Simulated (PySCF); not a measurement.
How methods differ on the electron affinity of C

C⁻ [He] 2s2 2p3 (4S) → C [He] 2s2 2p2 (3P), as a difference of total energies. Computed with PySCF 2.14 in dyall-av3z, with the non-relativistic Hamiltonian (point nucleus). Correlated levels: valence: 1s2 frozen; virtual orbitals above 40 to 60 times the deepest correlated orbital energy dropped. The calculations carry no spin-orbit coupling.

Q: Order these methods by the electron affinity they give, lowest first.
A. M06-L
B. LDA
C. SCS-MP2 (valence)
D. BHandHLYP

A: C (0.973 eV), D (1.033 eV), A (1.329 eV), B (1.822 eV).

Errors of the correlated levels include the incompleteness of this basis and the frozen core.

In the anion the highest occupied orbital energy is positive at LDA, PBE, PBE0, r2SCAN, B97-3, PW91, BHandHLYP, M06-L, a self-interaction effect; the basis confines that electron, and the energy difference can still be sensible.

For comparison: 1.262 eV (measured; photodetachment measurements, as compiled on the Wikipedia data page of electron affinities).
